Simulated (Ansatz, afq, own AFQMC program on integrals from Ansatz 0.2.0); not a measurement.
# BSiH$_{3}$, singlet: AFQMC among the cluster methods

```xyz
5

Si    0.0000    0.0000    1.3499
B     0.0000    0.0000   -3.4671
H     0.0000    1.2660    2.1108
H     0.0000   -1.2660    2.1108
H     0.0000    0.0000   -4.6465
```

Connectivity, by distances: SiH2 ··· BH.

Basis cc-pVDZ. Noble-gas cores (and the filled d shells of Ga–Kr and In–Xe) are frozen. Integrals, coupled cluster, full CI and functionals: Ansatz 0.2.0; the random walks run on the same integrals in our own AFQMC program. ph-AFQMC/CISD is guided by a CISD state made of CCSD amplitudes; releasing the constraint for a short imaginary time cuts its bias at the price of noise, slowly where states lie close. ± is one standard error of the sampling.

Determinant: RHF, the one that the program's search chose, which needn't be the lowest solution. The geometry is a point of a scan.

No full CI on the walks' own integrals is used here; CCSDT(Q) serves as the reference and is uncertain by about the last step of the cluster series.

Cautions: higher spins were not checked; restricted determinant unstable towards unrestricted (UHF 581 meV lower, ⟨S²⟩ 1.19).

The T1 diagnostic is 0.0132, the weight of the determinant in the CISD state is 0.833 and the size of the correlated space is 10 electrons in 41 orbitals.

Reference: CCSDT(Q), correlation energy -5.722 eV. The released energy is read at 1.62 1/Eh, later times being too noisy (meV from the phaseless value at times in 1/Eh: -12 ± 18 at 0.24, -34 ± 23 at 0.51, 7 ± 18 at 0.99, -35 ± 24 at 1.62, 8 ± 43 at 2.40).

```csv
level,E − E(reference) (meV),share of correlation (%)
HF,5722.3,0.00
MP2,1675.8,70.72
CCSD,136.8,97.61
CCSD(T),34.2,99.40
CCSDT,3.8,99.93
ph-AFQMC/CISD,5.5 ± 13.0,99.90
released AFQMC,-29.4 ± 24.2,100.51
```

A walk keeps the symmetry of its determinant, which the program's search chose and which needn't be the lowest solution, so a lower state of the same spin and another symmetry isn't excluded. Released energies are given only where the last usable release times agree within the noise; a slower fall can still hide under it.
